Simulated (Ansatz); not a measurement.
Solid bromine was calculated with PBE (plane waves, PAW; Ansatz, an electronic-structure program).

Numerical settings: plane-wave cutoff 500 eV, 8×8×4 k mesh (along the axes of the cell as run), gaussian smearing 0.02 eV, scalar-relativistic PAW data made under PBE.

Computed at the level's own relaxed cell.

Task: Predict the volume per atom, lattice parameter a, lattice parameter b, band gap and c axis length.

Result: 
volume per atom: 40.37 Å³/atom
lattice parameter a: 8.684 Å
lattice parameter b: 4.270 Å
band gap: 1.37 eV (on the SCF k mesh)
c axis length: 8.708 Å

Note: the cell comes from a level without a dispersion term, which matters for the spacing of layers, chains or molecules.

Spin–orbit coupling is not included.

The computed numbers hold no vibrational or temperature effects.
